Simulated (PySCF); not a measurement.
# O2S (sulfur dioxide): the cost of one run

Computed with PySCF 2.14.0 and routines of our own; the level stands in each step. Atoms count from 0.

## 1. The system as given

3 atoms, charge 0, multiplicity 1; geometry from: GFN2-xTB.

## 2. Optimising the geometry at PBE/def2-SVP

Job settings and geometry (Å):

```
{"job": {"xc": "PBE", "basis": "def2-SVP", "grid": 1, "kind": "geom"}, "charge": 0, "multiplicity": 1}
O     -1.203605     0.300650    -0.002985
S     -0.016655    -0.504487    -0.010273
O      1.231741     0.201299     0.000705
```

Run with:

```sh
$ OMP_NUM_THREADS=1 python excited_run.py task.json out
```

One launch serves the whole session: the jobs run in the order shown.

**Question.** How long does this first job take on 1 thread of Arm Neoverse V1, shared host, and how much memory does it need?

About 2.9 s, with a peak of 0.26 GiB.
